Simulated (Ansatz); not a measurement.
Ansatz (a program for electronic structure) input (CCSD(T)/jun-cc-pV(T+d)Z): A basis named .json is the Basis Set Exchange file of that set (core-valence sets with the plain set on hydrogen).

Ansatz 0.2 input:
```yaml
crystal:
  periodic: [false, false, false]
  atoms:
    - {symbol: O, position_ang: [-0.02110053, 1.07219571, -0.07455918]}
    - {symbol: H, position_ang: [-0.94565317, 1.39081582, 0.04769402]}
    - {symbol: Cl, position_ang: [0.03136922, -0.67222547, -0.00316626]}
    - {symbol: H, position_ang: [0.58118065, 1.45945141, 0.60260595]}
basis:
  gaussian:
    orbitals: jun-cc-pV_T+d_Z.json
total_charge: 1
magnetization: {spin_polarized: false}
correlation: {method: ccsd_t, electrons: outside_noble_gas}
```

Output:

```
Functional definition: HF
integrals: 0.16 GiB planned
670 factors; integrals over basis functions are off by at most 9.9e-4 eV
mean field: 0.24 GiB planned
mean field evaluation 1: about -14560.7584 eV, gradient 3.9e1 eV
mean field evaluation 2: about -14560.7599 eV, gradient 3.9e1 eV
mean field evaluation 4: about -14563.0284 eV, gradient 3.2e0 eV
mean field evaluation 8: about -14563.0544 eV, gradient 3.2e-4 eV
mean field evaluation 16: about -14563.0532 eV, gradient 1.9e-1 eV
mean field evaluation 32: about -14553.9848 eV, gradient 1.3e-3 eV
mean field -14563.05438778 eV, -535.1823775582 hartree, gradient 4.5e-6 eV, S^2 0.000000; 0 other end points of the search recorded, 0 dependent functions left out
6 core orbitals not correlated
reference -14563.05438778 eV, -535.1823775582 hartree; 7, 7 occupied and 102, 102 virtual orbitals, 670 factors
second order -11.85417373 eV of doubles, -0.00000000 eV of singles
coupled cluster: 0.36 GiB planned
cycle   1  -12.15315098 eV  change   -3.0e-1 eV  update   7.0e-2
cycle   2  -12.46896208 eV  change   -3.2e-1 eV  update   2.2e-2
cycle   3  -12.53474021 eV  change   -6.6e-2 eV  update   1.1e-2
cycle   4  -12.52705666 eV  change    7.7e-3 eV  update   2.8e-3
cycle   5  -12.52829531 eV  change   -1.2e-3 eV  update   1.4e-3
cycle   6  -12.52838431 eV  change   -8.9e-5 eV  update   6.2e-4
cycle   7  -12.52822318 eV  change    1.6e-4 eV  update   3.2e-4
cycle   8  -12.52834575 eV  change   -1.2e-4 eV  update   1.6e-4
cycle   9  -12.52832754 eV  change    1.8e-5 eV  update   7.9e-5
cycle  10  -12.52830444 eV  change    2.3e-5 eV  update   3.1e-5
cycle  11  -12.52833734 eV  change   -3.3e-5 eV  update   1.2e-5
cycle  12  -12.52833051 eV  change    6.8e-6 eV  update   4.7e-6
perturbative correction -0.47921454 eV, -0.0176108095 hartree
Total energy: -14576.06193283 eV, -535.6603960218 hartree
```
